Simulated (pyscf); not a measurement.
HO–Ti(Cl)(Cl)–Cl + H atom (H•) → [HO–Ti(Cl)–Cl]• + hydrogen chloride (HCl) (atom transfer; doublet surface; Cl–Ti broken, Cl–H formed). Optimised with ωB97X-D3(BJ)/def2-SVP in PySCF. Energies in kcal/mol from the separated reactants.

```csv
level,barrier,reaction energy
ωB97X-D3(BJ)/def2-TZVP,[?],-16.2
PBE/def2-TZVP,[?],[?]
r²SCAN/def2-TZVP,2.1,-7.7
PBE0-D3(BJ)/def2-TZVP,5.2,-14.3
M06-2X/def2-TZVP,8.6,-25.7
HF/def2-TZVP,21.2,-45.2
```

Question: Complete the blanks.

Answer: 
- ωB97X-D3(BJ)/def2-TZVP, barrier: 9.6
- PBE/def2-TZVP, barrier: 2.5
- PBE/def2-TZVP, reaction energy: -6.0

The functionals in the table span 7.5 kcal/mol in this barrier, from r²SCAN to ωB97X-D3(BJ)/def2-TZVP. On the product side the descent ends in an adduct with a Cl–Ti contact, 12.2 kcal/mol under the separated species and 38.0 kcal/mol under the saddle at ωB97X-D3(BJ)/def2-TZVP. What is counted as broken (Cl–Ti) persists as a longer contact in the product adduct; parting that adduct is a step of its own. One saddle was located; it need not be the lowest between these sides. The angle at the transferred Cl is 105°: a side-on saddle, likely not the lowest. Open-shell species with a d-block atom are single-reference here; other states, and whether the spin sits on metal or ligand, were not checked.
